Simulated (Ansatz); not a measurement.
System: diamond. Method: revPBE in Ansatz (plane waves, PAW).

Run with plane-wave cutoff 520 eV, 16×16×16 k mesh, Fermi–Dirac smearing 0.01 eV, scalar-relativistic PAW data made under PBE.

Equation-of-state points:

| V (Å³/atom) | E − E_lowest (meV/atom) | P (GPa) |
|---|---|---|
| 5.411 | 30.23 | 29.37 |
| 5.526 | 13.03 | 18.66 |
| 5.641 | 3.18 | 8.92 |
| 5.756 | 0.00 | 0.06 |
| 5.871 | 2.90 | -8.01 |
| 5.986 | 11.34 | -15.35 |
| 6.101 | 24.80 | -22.03 |

Task: Fit the third-order Birch–Murnaghan equation and give B0 and B′.

Result: V0 = 5.757 Å³/atom, B0 = 422 GPa, B′ = 3.7 (fit to the energies at full precision).

Measured, for comparison: bulk modulus 455 GPa (0 K value with the zero-point phonon effect removed; as tabulated in Mejia-Rodriguez and Trickey (2018), arXiv:1807.09216); equilibrium volume per atom 5.61 Å³/atom (static lattice: zero-point anharmonic expansion removed; as tabulated in Mejia-Rodriguez and Trickey (2018), arXiv:1807.09216). Computed (rounded) less measured: bulk modulus -7 %, equilibrium volume per atom +2.7 %.

Computed values are for the static lattice.

Ansatz is an electronic-structure program.
